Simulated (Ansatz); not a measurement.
A structure drawn as `NC=C(O)F`, with this starting geometry:

```xyz
9

N    -0.3423    0.3520   -1.4435
C    -0.1402   -0.5161   -0.4599
C     0.0252   -0.2499    0.8335
O     0.1041    0.9285    1.3342
F     0.1803   -1.3203    1.6795
H    -0.0814    1.3584   -1.1371
H     0.1870    0.1534   -2.3171
H    -0.1217   -1.5764   -0.8325
H     0.1892    0.8704    2.3428
```

The species carries charge 0 and has multiplicity 1.

(1) Does it keep its bonds when Ansatz relaxes it at PBE-D4/def2-SVP and then PBE0-D4/def2-TZVP?

(2) Give the relaxed structure. (Best estimate.)

Atoms count as bonded under 1.1 times the sum of their covalent radii (H–H under 0.85 Å, pairs among N, O and F under 1.55 Å), and a drawn bond as lost past 1.3 times.

Answers

(1) Yes, every drawn bond is still there and no new one forms.

(2) Computed: 
Z-matrix (Å, degrees):
```
N
C 1 1.399
H 1 1.010 2 112.2
H 1 1.010 2 112.7 3 124.6
C 2 1.324 1 124.3 3 13.1
H 2 1.082 1 117.2 3 -170.9
F 5 1.343 2 121.7 1 172.7
O 5 1.346 2 124.9 1 -9.1
H 8 0.964 5 109.7 2 129.5
```
All modes are real.
